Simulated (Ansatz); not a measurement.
## Worked example: the barrier

An elementary step of SiH5, doublet (SiH₄ + H → SiH₃ + H₂; bonds formed: H1–H3; bonds broken: H1–Si2). “Start” is the structure reached by relaxing down from the saddle towards the reactants; PBE0-D4/def2-TZVP structures. The saddle:

| atom | x (Å) | y (Å) | z (Å) |
| --- | --- | --- | --- |
| H1 | -0.9070 | -0.5042 | -0.1644 |
| Si2 | 0.4314 | 0.2346 | 0.0768 |
| H3 | -2.0649 | -1.1240 | -0.3684 |
| H4 | 0.4520 | 0.7474 | 1.4702 |
| H5 | 0.5365 | 1.3632 | -0.8824 |
| H6 | 1.5520 | -0.7170 | -0.1317 |

Program: Ansatz 0.2.0. Basis: def2-TZVPP and def2-QZVPP. Cores are frozen in the correlated methods; orbitals are unrestricted.

Energies in eV:

| quantity | saddle | start |
| --- | --- | --- |
| Hartree–Fock, triple zeta (X = 3) | -7938.67870 | -7939.13962 |
| Hartree–Fock, quadruple zeta (X = 4) | -7938.94045 | -7939.40104 |
| MP2 correlation, X = 3 | -4.07553 | -3.91165 |
| MP2 correlation, X = 4 | -4.34786 | -4.17365 |
| CCSD(T) correlation, X = 3 | -5.07045 | -4.82953 |

(1) Work out the barrier at the basis limit: extrapolate Hartree–Fock as E(X) = E∞ + A exp(−7.88 √X) and the MP2 correlation as E(X) = E∞ + B X^−2.97 (the exponents that Neese and Valeev fitted for def2-TZVPP and QZVPP), then add CCSD(T) − MP2 in triple zeta.

T1 diagnostic: at most 0.015. ⟨S²⟩ of the unrestricted Hartree–Fock references: 0.75 to 0.76 (a pure state has 0.75).

## Answers

(1) Each step is linear, so take the differences first (saddle − start): Hartree–Fock 0.46092 (X = 3) and 0.46059 (X = 4); MP2 correlation -0.16388 and -0.17421; CCSD(T) correlation -0.24092.
Two points give E∞ = E(4) + w [E(4) − E(3)], with w = 1/(exp(7.88 (2 − √3)) − 1) = 0.1377 for Hartree–Fock and w = 1/((4/3)^2.97 − 1) = 0.7407 for the correlation.
Hartree–Fock: 0.46059 + 0.1377 × (-0.00033) = 0.4605 eV.
MP2 correlation: -0.17421 + 0.7407 × (-0.01033) = -0.1819 eV.
CCSD(T) − MP2: -0.24092 − (-0.16388) = -0.0770 eV.
Sum: 0.4605 + (-0.1819) + (-0.0770) = 0.2016 eV, or 4.65 kcal/mol. Plain CCSD(T) in triple zeta gives 0.2200 eV, so the larger basis shifts the result by -0.0184 eV.

Radical steps of this kind take place in plasma deposition and etching.

For scale, one of the runs: CCSD(T)/def2-TZVPP, 112 basis functions, launched by `ansatz run in.yaml --threads 2 --pin off --events-out ev --progress --plain --max-ram 4352MiB`. Time: 5.5 s of wall clock on 2 CPU threads of an Arm Neoverse V2; the host was shared. Peak host memory: 0.78 GiB.
